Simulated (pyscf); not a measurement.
Optimised with ωB97X-D3(BJ)/def2-SVP in PySCF.

**Question.** ethane (H₃C–CH₃) + methoxy (H₃C–O•) → dimethyl ether (H₃C–O–CH₃) + methyl (CH₃•)
Surface: doublet. Broken: C–C. Formed: C–O. Give ΔE‡ and ΔE from r²SCAN/def2-TZVP, relative to the separated reactants.

**Answer.** ΔE‡ = 43.3 kcal/mol, ΔE = +8.4 kcal/mol. ωB97M-D3(BJ)/def2-TZVP gives 50.7 kcal/mol and +9.7 kcal/mol. Zero-point energy shifts the barrier by +0.6 kcal/mol. It is a substitution at C, with an imaginary mode of 1273i cm⁻¹. The same reactants have a lower exit, to H₂C=O + H• + H₃C–CH₃ (no saddle counted: cutting one bond, which may have a small barrier of its own, costs +27.8 kcal/mol at ωB97M-D3(BJ), against +50.7 kcal/mol here). H₃C–O• lies 7.0 kcal/mol over its isomer •H₂C–OH, and others may lie lower still (electronic energy, ωB97M-D3(BJ)). H₃C–O–CH₃ lies 11.4 kcal/mol over its isomer H₃C–CH₂–OH, and others may lie lower still (electronic energy, ωB97M-D3(BJ)). This is the saddle that the search found; another between the same sides may lie lower. The angle at the attacked C is 180°.
